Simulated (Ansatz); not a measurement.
Worked example: correlation energy of HS, doublet

Geometry: MP2(full)/6-31G*, from the G2/97 set.

```xyz
2

S     0.0000    0.0000    0.0000
H     0.0000    0.0000    1.3444
```

Basis cc-pV(T+d)Z; Ansatz 0.2.0. Correlated methods freeze the noble-gas cores, which leaves 7 electrons in 48 orbitals. R marks a restricted (for open shells ROHF) determinant.

Full CI isn't at hand for all of this; RCCSDTQ serves as the reference, and is uncertain by about the last step of the cluster series.

Runs differ by some tens of microhartree through their thresholds and, for an open shell, their frozen cores, so steps under 0.03 kcal/mol mean nothing.

| level | total energy (hartree) |
| --- | --- |
| RHF | -398.100486 |
| RMP2 | -398.258607 |
| RCCSD | -398.282586 |
| RCCSD(T) | -398.289015 |
| RCCSDT | -398.289817 |
| RCCSDT(Q) | -398.290038 |
| RCCSDTQ | -398.290060 |

What is the correlation energy at RCCSDTQ, and what share of it do RMP2 and RCCSDT recover?

E(corr) = -398.290060 − (-398.100486) = -0.189574 hartree = -5.159 eV. RMP2: -0.158121 / -0.189574 = 83.41 %. RCCSDT: -0.189331 / -0.189574 = 99.87 %.

By how many kcal/mol does RCCSD(T) miss RCCSDTQ (1 hartree = 627.509 kcal/mol), and which steps make up the rest?

-398.289015 − (-398.290060) = 0.001045 hartree = 0.66 kcal/mol. Steps: RCCSDT − RCCSD(T) = -0.50, RCCSDT(Q) − RCCSDT = -0.14, RCCSDTQ − RCCSDT(Q) = -0.01 kcal/mol. That is within 1 kcal/mol of the reference in this basis, which itself misses far more of the correlation at the basis-set limit.
